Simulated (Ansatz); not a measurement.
## Si2H2 (H-bridged), singlet: vertical spin and charge gaps

Geometry (PBE0/def2-TZVP stationary point for this spin, not checked as a minimum):

```xyz
4

Si    0.0000    0.0641    1.0054
Si    0.0000   -0.0046   -1.0948
H     0.0000   -0.3818    2.4302
H     0.0000   -1.2748    0.0623
```

Basis 6-31G; Ansatz 0.2.0. Correlated methods freeze the noble-gas cores. R marks a restricted (for open shells ROHF) determinant, U an unrestricted one. Active spaces: valence = (10e, 10o) chosen from the atoms' valence shells.

Gaps are energies of the second state less the first, at fixed atoms, for a selection of the levels run; each method lands on the state that its own search finds for that charge and spin.

Unrestricted rows (U, and Kohn–Sham where it breaks symmetry) aren't spin-pure: their determinants' ⟨S²⟩ exceeds S(S+1) by up to 0.39, so they mix in states of higher spin. A value is left out where its run failed or describes another state than the reference as far as symmetry and spin tell, or, spin-broken singlets apart, can't be checked.

Triplet less singlet: 2.426 eV at full CI (singlet A', triplet A', in Cs).

Large singles or doubles amplitudes warn of static correlation in the Si2H2 (H-bridged) singlet.

```csv
level,gap (eV),error (meV),⟨S²⟩ where 0.1 over S(S+1) (first / second)
RHF,1.537,-889,– / –
UHF,1.524,-902,0.39 / –
RMP2,2.493,67,– / –
CISD,2.227,-199,– / –
RCCSD,2.372,-54,– / –
RCCSD(T),2.430,4,– / –
BCCD(T),2.430,4,– / –
RCCSDT,2.415,-11,– / –
CISDTQ,2.404,-22,– / –
RCCSDT(Q),2.425,-1,– / –
RCCSDTQ,2.424,-2,– / –
CASSCF (valence space),2.489,63,– / –
NEVPT2 (valence space),2.447,21,– / –
MRCISD (valence space),2.434,8,– / –
MRCISD+Q (valence space),2.430,4,– / –
B2PLYP,2.418,-8,– / –
```

Removing an electron, to the doublet: 7.928 eV at full CI (singlet A', doublet ion A'', in Cs).

Large singles or doubles amplitudes warn of static correlation in the Si2H2 (H-bridged) singlet.

| level | gap (eV) | error (meV) | ⟨S²⟩ where 0.1 over S(S+1) (first / second) |
| --- | --- | --- | --- |
| UHF | 7.387 | -541 | 0.39 / – |
| RCCSD(T) | 7.925 | -3 | – / – |
| CISDTQ | 7.910 | -18 | – / – |
| CASSCF (valence space) | 7.660 | -268 | – / – |
| NEVPT2 (valence space) | 7.838 | -90 | – / – |
| MRCISD+Q (valence space) | 7.926 | -2 | – / – |
| r2SCAN | 8.437 | 509 | – / – |
| PBE0 | 8.374 | 446 | – / – |
| wB97M-V | 8.243 | 315 | – / – |
| B2PLYP | 8.189 | 261 | – / – |

In so small a basis the reference is far from its limit while semilocal and hybrid functionals are nearer theirs (RPA and double hybrids share much of the reference's basis error), so the functionals' errors here hold much of the reference's basis and frozen-core error, which can add to them or hide them.

Full CI is exact within this basis and frozen core; it isn't the basis-set limit. The frozen core follows each run's orbitals, which can shift R against U totals by a few meV.
